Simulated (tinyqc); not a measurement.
Hueckel theory of the pi electrons, for the molecule N=CC=O (SMILES; centres numbered as the heavy atoms are written), step by step. Computed by tinyqc, a small Python program that keeps every step. Settings: charge = 0. Command: `OMP_NUM_THREADS=1 python tinyqc.py 28825 28826 out.jsonl` (the two numbers bound the seeds that draw the settings). One thread of a shared host (Intel(R) Xeon(R) Processor @ 2.60GHz), about 0.01 s of CPU time with the checks.

## The Hueckel matrix

Centres:
```
centre  z_r, pi electrons of the neutral centre         h
1N                                            1  0.500000
2C                                            1  0.000000
3C                                            1  0.000000
4O                                            1  1.000000
```

Bonds:
```
i  j         k
1  2  1.000000
2  3         1
3  4         1
```

H_rr = alpha + h_r beta, H_rs = k_rs beta for bonded centres.

Hueckel matrix in units of beta (H = alpha + beta A), lower triangle:
```
          1N        2C        3C        4O
1N  0.500000
2C  1.000000  0.000000
3C  0.000000  1.000000  0.000000
4O  0.000000  0.000000  1.000000  1.000000
```

## Orbitals

pi electrons, sum of z_r less the charge = 4

Diagonalise; E = alpha + x beta with beta < 0, so the largest x are filled first; degenerate levels share their electrons. P = sum n_i c_ri c_si; each orbital has its largest coefficient positive (the first on a tie).

x values: 1.916714  1.192849  -0.149813  -1.459751

occupations: 2.000000  2.000000  0.000000  0.000000

coefficients:
```
         MO1        MO2        MO3        MO4
1N  0.325274   0.656548   0.592004  -0.335667
2C  0.460820   0.454889  -0.384692   0.657825
3C  0.557987  -0.113934  -0.534372  -0.624593
4O  0.608681  -0.590796   0.464747   0.253925
```

charge and bond-order matrix P, lower triangle:
```
           1N        2C        3C        4O
1N   1.073717
2C   0.897099  0.838558
3C   0.213390  0.410608  0.648660
4O  -0.379796  0.023492  0.813896  1.439064
```

## Energy, charges, bond orders

E = sum n x; q_r = z_r - P_rr; bond order p = P_rs; free valence = sqrt(3) - sum of p over the bonds of the atom.

pi energy = 4 alpha + this times beta = 6.219127

pi charges: 1N -0.073717, 2C 0.161442, 3C 0.351340, 4O -0.439064

Bond orders and lengths from R = 1.517 - 0.180 p (angstrom, C-C alone):
```
bond         p         R
1-2   0.897099         -
2-3   0.410608  1.443091
3-4   0.813896         -
```

free valence of the carbons: 2C 0.424344, 3C 0.507547

gap between the highest filled and the next level = 1.342662 |beta|
